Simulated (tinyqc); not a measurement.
Worked calculation: UHF in the sto-3g basis, for H2O, spin multiplicity 1. One step of it, computed by the program tinyqc.

Problem. Iteration 2: building the Fock matrix. J_ij = sum D_kl (ij|kl) with D = D(alpha) + D(beta), K_ij = sum D_kl (ik|jl) for each spin; F = H + J - K(s); E = tr D H + tr D J / 2 - 0.5 sum_s tr D(s) K(s) + E_nn.

D(alpha) after iteration 1, lower triangle:
```
,1O 1s,1O 2s,1O 2px,1O 2py,1O 2pz,2H 1s,3H 1s
1O 1s,1.047340
1O 2s,-0.199132,0.867945
1O 2px,0.000000,0.000000,0.972843
1O 2py,0.000000,0.000000,-0.133710,0.471216
1O 2pz,0.062639,-0.291125,0.000000,0.000000,0.634892
2H 1s,-0.029930,0.051275,0.119811,0.244158,0.206504,0.321208
3H 1s,-0.029930,0.051275,-0.119811,-0.244158,0.206504,-0.077962,0.321208
```

D(beta) after iteration 1, lower triangle:
```
,1O 1s,1O 2s,1O 2px,1O 2py,1O 2pz,2H 1s,3H 1s
1O 1s,1.047340
1O 2s,-0.199132,0.867945
1O 2px,0.000000,0.000000,0.972843
1O 2py,0.000000,0.000000,0.133710,0.471216
1O 2pz,0.062639,-0.291125,0.000000,0.000000,0.634892
2H 1s,-0.029930,0.051275,-0.119811,0.244158,0.206504,0.321208
3H 1s,-0.029930,0.051275,0.119811,-0.244158,0.206504,-0.077962,0.321208
```

core Hamiltonian H = T + V (hartree), lower triangle:
```
,1O 1s,1O 2s,1O 2px,1O 2py,1O 2pz,2H 1s,3H 1s
1O 1s,-32.546840
1O 2s,-7.571600,-9.171615
1O 2px,0.000000,0.000000,-7.322568
1O 2py,0.000000,0.000000,0.000000,-7.412979
1O 2pz,-0.014860,-0.182722,0.000000,0.000000,-7.397931
2H 1s,-1.137407,-2.728031,0.000000,-1.490672,-1.412824,-4.440722
3H 1s,-1.137407,-2.728031,0.000000,1.490672,-1.412824,-1.119687,-4.440722
```

Two-electron integrals (ij|kl) in chemists' order, unique and non-zero (hartree):
```
i,j,k,l,(ij|kl)
1,1,1,1,4.785065
2,1,1,1,0.741380
2,1,2,1,0.136873
2,2,1,1,1.118947
2,2,2,1,0.256633
2,2,2,2,0.817206
3,1,3,1,0.024477
3,2,3,1,0.037809
3,2,3,2,0.180518
3,3,1,1,1.115814
3,3,2,1,0.256684
3,3,2,2,0.817023
3,3,3,3,0.880159
4,1,4,1,0.024477
4,2,4,1,0.037809
4,2,4,2,0.180518
4,3,4,3,0.047444
4,4,1,1,1.115814
4,4,2,1,0.256684
4,4,2,2,0.817023
4,4,3,3,0.785270
4,4,4,4,0.880159
5,1,5,1,0.024477
5,2,5,1,0.037809
5,2,5,2,0.180518
5,3,5,3,0.047444
5,4,5,4,0.047444
5,5,1,1,1.115814
5,5,2,1,0.256684
5,5,2,2,0.817023
5,5,3,3,0.785270
5,5,4,4,0.785270
5,5,5,5,0.880159
6,1,1,1,0.111710
6,1,2,1,0.020467
6,1,2,2,0.038190
6,1,3,3,0.038116
6,1,4,1,0.000690
6,1,4,2,0.001301
6,1,4,4,0.038241
6,1,5,1,0.000630
6,1,5,2,0.001188
6,1,5,4,0.000115
6,1,5,5,0.038220
6,1,6,1,0.003100
6,2,1,1,0.293320
6,2,2,1,0.068212
6,2,2,2,0.243144
6,2,3,3,0.238854
6,2,4,1,0.003786
6,2,4,2,0.029885
6,2,4,4,0.245743
6,2,5,1,0.003456
6,2,5,2,0.027284
6,2,5,4,0.006289
6,2,5,5,0.244596
6,2,6,1,0.010418
6,2,6,2,0.092350
6,3,3,1,0.006870
6,3,3,2,0.040957
6,3,4,3,0.006080
6,3,5,3,0.005551
6,3,6,3,0.012633
6,4,1,1,0.162781
6,4,2,1,0.038320
6,4,2,2,0.145832
6,4,3,3,0.139339
6,4,4,1,0.008722
6,4,4,2,0.057768
6,4,4,4,0.155398
6,4,5,1,0.001691
6,4,5,2,0.015349
6,4,5,4,0.009112
6,4,5,5,0.142590
6,4,6,1,0.006090
6,4,6,2,0.067330
6,4,6,4,0.061161
6,5,1,1,0.148618
6,5,2,1,0.034986
6,5,2,2,0.133143
6,5,3,3,0.127215
6,5,4,1,0.001691
6,5,4,2,0.015349
6,5,4,4,0.130776
6,5,5,1,0.008414
6,5,5,2,0.054970
6,5,5,4,0.009331
6,5,5,5,0.141285
6,5,6,1,0.005560
6,5,6,2,0.061472
6,5,6,4,0.044306
6,5,6,5,0.053083
6,6,1,1,0.457106
6,6,2,1,0.108005
6,6,2,2,0.443281
6,6,3,3,0.426072
6,6,4,1,0.007239
6,6,4,2,0.080332
6,6,4,4,0.453931
6,6,5,1,0.006609
6,6,5,2,0.073343
6,6,5,4,0.025435
6,6,5,5,0.449294
6,6,6,1,0.016607
6,6,6,2,0.219503
6,6,6,4,0.182636
6,6,6,5,0.166745
6,6,6,6,0.774606
7,1,1,1,0.111710
7,1,2,1,0.020467
7,1,2,2,0.038190
7,1,3,3,0.038116
7,1,4,1,-0.000690
7,1,4,2,-0.001301
7,1,4,4,0.038241
7,1,5,1,0.000630
7,1,5,2,0.001188
7,1,5,4,-0.000115
7,1,5,5,0.038220
7,1,6,1,0.003058
7,1,6,2,0.010127
7,1,6,4,0.005446
7,1,6,5,0.005410
7,1,6,6,0.016027
7,1,7,1,0.003100
7,2,1,1,0.293320
7,2,2,1,0.068212
7,2,2,2,0.243144
7,2,3,3,0.238854
7,2,4,1,-0.003786
7,2,4,2,-0.029885
7,2,4,4,0.245743
7,2,5,1,0.003456
7,2,5,2,0.027284
7,2,5,4,-0.006289
7,2,5,5,0.244596
7,2,6,1,0.010127
7,2,6,2,0.074885
7,2,6,4,0.037792
7,2,6,5,0.048525
7,2,6,6,0.145343
7,2,7,1,0.010418
7,2,7,2,0.092350
7,3,3,1,0.006870
7,3,3,2,0.040957
7,3,4,3,-0.006080
7,3,5,3,0.005551
7,3,6,3,0.009915
7,3,7,3,0.012633
7,4,1,1,-0.162781
7,4,2,1,-0.038320
7,4,2,2,-0.145832
7,4,3,3,-0.139339
7,4,4,1,0.008722
7,4,4,2,0.057768
7,4,4,4,-0.155398
7,4,5,1,-0.001691
7,4,5,2,-0.015349
7,4,5,4,0.009112
7,4,5,5,-0.142590
7,4,6,1,-0.005446
7,4,6,2,-0.037792
7,4,6,4,-0.009583
7,4,6,5,-0.024000
7,4,6,6,-0.066392
7,4,7,1,-0.006090
7,4,7,2,-0.067330
7,4,7,4,0.061161
7,5,1,1,0.148618
7,5,2,1,0.034986
7,5,2,2,0.133143
7,5,3,3,0.127215
7,5,4,1,-0.001691
7,5,4,2,-0.015349
7,5,4,4,0.130776
7,5,5,1,0.008414
7,5,5,2,0.054970
7,5,5,4,-0.009331
7,5,5,5,0.141285
7,5,6,1,0.005410
7,5,6,2,0.048525
7,5,6,4,0.024000
7,5,6,5,0.040900
7,5,6,6,0.102887
7,5,7,1,0.005560
7,5,7,2,0.061472
7,5,7,4,-0.044306
7,5,7,5,0.053083
7,6,1,1,0.109328
7,6,2,1,0.025699
7,6,2,2,0.100687
7,6,3,3,0.098081
7,6,4,4,0.099785
7,6,5,1,0.001946
7,6,5,2,0.018874
7,6,5,5,0.104084
7,6,6,1,0.003894
7,6,6,2,0.039183
7,6,6,4,0.024791
7,6,6,5,0.029329
7,6,6,6,0.100898
7,6,7,1,0.003894
7,6,7,2,0.039183
7,6,7,4,-0.024791
7,6,7,5,0.029329
7,6,7,6,0.021375
7,7,1,1,0.457106
7,7,2,1,0.108005
7,7,2,2,0.443281
7,7,3,3,0.426072
7,7,4,1,-0.007239
7,7,4,2,-0.080332
7,7,4,4,0.453931
7,7,5,1,0.006609
7,7,5,2,0.073343
7,7,5,4,-0.025435
7,7,5,5,0.449294
7,7,6,1,0.016027
7,7,6,2,0.145343
7,7,6,4,0.066392
7,7,6,5,0.102887
7,7,6,6,0.311966
7,7,7,1,0.016607
7,7,7,2,0.219503
7,7,7,4,-0.182636
7,7,7,5,0.166745
7,7,7,6,0.100898
7,7,7,7,0.774606
```

nuclear repulsion = 7.76803940 hartree

Give: Coulomb J; exchange K(alpha); exchange K(beta); F(alpha); F(beta); total energy of this density.

Solution.

Coulomb J (hartree), lower triangle:
```
,1O 1s,1O 2s,1O 2px,1O 2py,1O 2pz,2H 1s,3H 1s
1O 1s,17.2247
1O 2s,3.2432,8.0886
1O 2px,0.0000,0.0000,8.0888
1O 2py,0.0000,0.0000,0.0000,8.0689
1O 2pz,-0.0115,0.0193,0.0000,0.0000,8.0846
2H 1s,0.4850,2.4057,0.0000,1.4427,1.3325,4.5879
3H 1s,0.4850,2.4057,0.0000,-1.4427,1.3325,1.0139,4.5879
```

exchange K(alpha) (hartree), lower triangle:
```
,1O 1s,1O 2s,1O 2px,1O 2py,1O 2pz,2H 1s,3H 1s
1O 1s,4.8795
1O 2s,0.8294,1.2668
1O 2px,0.0000,0.0000,1.1007
1O 2py,0.0000,0.0000,-0.0765,0.8692
1O 2pz,0.0033,-0.0916,0.0000,0.0000,0.9584
2H 1s,0.1298,0.4380,0.0202,0.2771,0.2458,0.5423
3H 1s,0.1298,0.4380,-0.0202,-0.2771,0.2458,0.1585,0.5423
```

exchange K(beta) (hartree), lower triangle:
```
,1O 1s,1O 2s,1O 2px,1O 2py,1O 2pz,2H 1s,3H 1s
1O 1s,4.8795
1O 2s,0.8294,1.2668
1O 2px,0.0000,0.0000,1.1007
1O 2py,0.0000,0.0000,0.0765,0.8692
1O 2pz,0.0033,-0.0916,0.0000,0.0000,0.9584
2H 1s,0.1298,0.4380,-0.0202,0.2771,0.2458,0.5423
3H 1s,0.1298,0.4380,0.0202,-0.2771,0.2458,0.1585,0.5423
```

F(alpha) (hartree), lower triangle:
```
,1O 1s,1O 2s,1O 2px,1O 2py,1O 2pz,2H 1s,3H 1s
1O 1s,-20.2017
1O 2s,-5.1578,-2.3498
1O 2px,0.0000,0.0000,-0.3344
1O 2py,0.0000,0.0000,0.0765,-0.2132
1O 2pz,-0.0297,-0.0718,0.0000,0.0000,-0.2718
2H 1s,-0.7821,-0.7603,-0.0202,-0.3250,-0.3262,-0.3951
3H 1s,-0.7821,-0.7603,0.0202,0.3250,-0.3262,-0.2644,-0.3951
```

F(beta) (hartree), lower triangle:
```
,1O 1s,1O 2s,1O 2px,1O 2py,1O 2pz,2H 1s,3H 1s
1O 1s,-20.2017
1O 2s,-5.1578,-2.3498
1O 2px,0.0000,0.0000,-0.3344
1O 2py,0.0000,0.0000,-0.0765,-0.2132
1O 2pz,-0.0297,-0.0718,0.0000,0.0000,-0.2718
2H 1s,-0.7821,-0.7603,0.0202,-0.3250,-0.3262,-0.3951
3H 1s,-0.7821,-0.7603,-0.0202,0.3250,-0.3262,-0.2644,-0.3951
```

total energy of this density = -74.793541 hartree

This density is a damped mixture and is not idempotent.
